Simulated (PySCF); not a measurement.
Coordinates in bohr (charge -1 multiplicity 1):
```
P     0.0000    0.0000    0.0000
S     3.6789    0.0000    0.0000
S    -1.8395    3.1860    0.0000
S    -1.8395   -3.1860    0.0000
```

These are results of PBE0/[P def2-TZVPD, S def2-TZVPD], no relativity, density fitting, PySCF, not measurements.

This geometry of PS₃⁻ is a stationary point at this level.

Q: What is the point group?

A: D3h.

Q: Is it a minimum?

A: Yes: all harmonic wavenumbers are real.

Q: Which band is strongest in the infrared?

A: 725 cm⁻¹ (e'), 490 km/mol.

Q: Give the ideal-gas entropy at 298.15 K and 1 bar by parts.

A: translation 169.3, rotation 101.4, vibration 27.1, spin 0.0; total 297.8 J/(mol K).

This need not be the most stable arrangement of these atoms. The lowest empty level of this anion is unbound, so it and the gap depend on the basis.
